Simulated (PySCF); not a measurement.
## How far are cheaper levels from CCSD(T)/CBS for Na2?

PySCF; the state is a singlet (closed shell). The composite is CCSD(T) extrapolated to the basis-set limit from two correlation-consistent sets, with core-valence (CV) and scalar-relativistic (SR) terms as its label shows; it has no spin–orbit coupling and nothing beyond (T). Here it is CCSD(T)/CBS(DT)+SR. It gives Re = 3.073 Å, ωe = 161 cm⁻¹ and De = 0.75 eV to Na + Na.

```json
{"level": "RHF-MP2", "basis": "def2-SVPD", "relativity": "no relativity", "Re (Å)": "3.214", "ωe (cm⁻¹)": "154", "De (eV)": "0.46"}
{"level": "RHF-SCS-MP2", "basis": "def2-SVPD", "relativity": "no relativity", "Re (Å)": "3.215", "ωe (cm⁻¹)": "154", "De (eV)": "0.54"}
{"level": "RHF-SCS-MP2", "basis": "jorge-DZP-DKH", "relativity": "spin-free X2C", "Re (Å)": "3.145", "ωe (cm⁻¹)": "155", "De (eV)": "0.59"}
{"level": "RHF-CCSD", "basis": "x2c-SVPall", "relativity": "spin-free X2C", "Re (Å)": "3.215", "ωe (cm⁻¹)": "151", "De (eV)": "0.69"}
{"level": "RHF-CCSD", "basis": "def2-SVPD", "relativity": "no relativity", "Re (Å)": "3.211", "ωe (cm⁻¹)": "151", "De (eV)": "0.70"}
{"level": "RHF-CCSD", "basis": "def2-TZVPP", "relativity": "no relativity", "Re (Å)": "3.105", "ωe (cm⁻¹)": "162", "De (eV)": "0.70"}
{"level": "PBE0", "basis": "def2-SVPD", "relativity": "no relativity", "Re (Å)": "3.121", "ωe (cm⁻¹)": "161", "De (eV)": "0.71"}
{"level": "M06", "basis": "def2-SVPD", "relativity": "no relativity", "Re (Å)": "3.195", "ωe (cm⁻¹)": "141", "De (eV)": "0.86"}
{"level": "M06-2X", "basis": "6-31G(d,p)", "relativity": "no relativity", "Re (Å)": "2.951", "ωe (cm⁻¹)": "179", "De (eV)": "0.87"}
{"level": "ωB97M-V", "basis": "def2-TZVPP", "relativity": "no relativity", "Re (Å)": "2.970", "ωe (cm⁻¹)": "183", "De (eV)": "0.80"}
```

**Question.** Give the difference of each row from the composite.

**Answer.** 

```
      level          basis  ΔRe (pm)  Δωe (%)  ΔDe (eV)
    RHF-MP2      def2-SVPD     +14.1     -4.3     -0.29
RHF-SCS-MP2      def2-SVPD     +14.2     -4.3     -0.21
RHF-SCS-MP2  jorge-DZP-DKH      +7.2     -3.7     -0.16
   RHF-CCSD     x2c-SVPall     +14.2     -6.2     -0.06
   RHF-CCSD      def2-SVPD     +13.8     -6.2     -0.05
   RHF-CCSD     def2-TZVPP      +3.2     +0.6     -0.05
       PBE0      def2-SVPD      +4.8     +0.0     -0.04
        M06      def2-SVPD     +12.2    -12.4     +0.11
     M06-2X     6-31G(d,p)     -12.2    +11.2     +0.12
    ωB97M-V     def2-TZVPP     -10.3    +13.7     +0.05
```

**Question.** Which rows come closest in De?

**Answer.** RHF-CCSD in def2-SVPD (-0.05 eV); RHF-CCSD in def2-TZVPP (-0.05 eV); PBE0 in def2-SVPD (-0.04 eV); ωB97M-V in def2-TZVPP (+0.05 eV), counted from the composite.

Correlated steps freeze 2 core orbitals. Closed-shell solutions of metal pairs were not tested for spin polarisation, which can lower them a little. Correlated levels converge slowly with the basis: in double zeta they bind strong bonds too weakly, by up to about 1 eV, and carry superposition errors of some tenths. Where the molecule has an RHF reference, its open-shell atoms are computed with UHF.
